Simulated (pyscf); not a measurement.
Thermochemistry of product channels of H₃Ge–SnH₃ + HF on the singlet surface, in kcal/mol, from ωB97M-D3(BJ)/def2-TZVP energies (ideal gas, 1 atm, RRHO with modes under 100 cm⁻¹ raised to 100, one conformer, R ln 2 for chiral ones without a mode under 150 cm⁻¹). PySCF, gas phase, ωB97X-D3(BJ)/def2-SVP geometries.

```csv
products,ΔE,ΔH(298 K),ΔG(298 K),ΔG(900 K)
F–SnH₂–GeH₃ + H₂,?,-10.6,-9.8,-9.0
F–SnH₃ + GeH₄,?,-5.6,-5.0,-2.5
F–GeH₂–SnH₃ + H₂,-7.6,-9.8,-8.9,-7.8
```

Question: Some entries are withheld; supply them.

Answer: 
- F–SnH₂–GeH₃ + H₂, ΔE: -8.7
- F–SnH₃ + GeH₄, ΔE: -4.3

These are energies of the channels, which say nothing of barriers. Elements up to Kr have no core potential and no relativistic terms here. Elements past Kr carry the def2 core potentials, without spin-orbit coupling.
